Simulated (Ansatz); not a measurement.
Geometry optimisation, RKS PBE0-D4/6-31G* in Ansatz 0.2.0.

The input (input.yaml):

```yaml
crystal:
  periodic: [false, false, false]
  atoms:
    - { symbol: Al, position_ang: [-0.0056, 0.231189, 0.082775] }
    - { symbol: Cl, position_ang: [-0.012921, 0.490645, 2.261599] }
    - { symbol: H, position_ang: [1.409645, 0.182725, -0.616242] }
    - { symbol: H, position_ang: [-1.417313, 0.142617, -0.620417] }
    - { symbol: H, position_ang: [0.094861, -2.428864, 0.799848] }
    - { symbol: H, position_ang: [0.075227, -1.883911, 1.257437] }
basis:
  gaussian: { orbitals: "6-31G*" }
hamiltonian:
  xc: pbe0
  dispersion: d4
relax:
  f_tol: 0.03
  max_steps: 50
output:
  orbitals: {}
```

Launched with:

```bash
$ ansatz run input.yaml --threads 1 --pin off --max-ram 2048MiB --backend cpu --events-out ev --progress --plain --runs-dir out
```

Problem. Where does it end, and by what steps?

Solution. The run converged. After 8 steps the energy has fallen by 0.142 eV; Cl2 moved furthest, 0.36 Å.

```csv
step,energy less start (eV),largest force component (eV/Å),accepted
0,0.0000,1.134,yes
1,-0.0957,0.825,yes
2,-0.1181,0.253,yes
3,-0.1243,0.384,yes
4,-0.1318,0.105,yes
5,-0.1399,0.144,yes
6,-0.1416,0.042,yes
7,-0.1415,0.024,no
8,-0.1418,0.004,yes
```

```xyz
6
Properties=species:S:1:pos:R:3
Al 0.002 0.176 0.209
Cl -0.017 0.847 2.214
H 1.411 0.049 -0.498
H -1.398 -0.035 -0.496
H 0.078 -2.250 0.507
H 0.068 -2.052 1.229
```

Time of the run: 11 s on 1 thread of AMD EPYC 7R43 64-Core Processor (Zen 3), with other jobs on the host, peak memory 0.12 GiB.
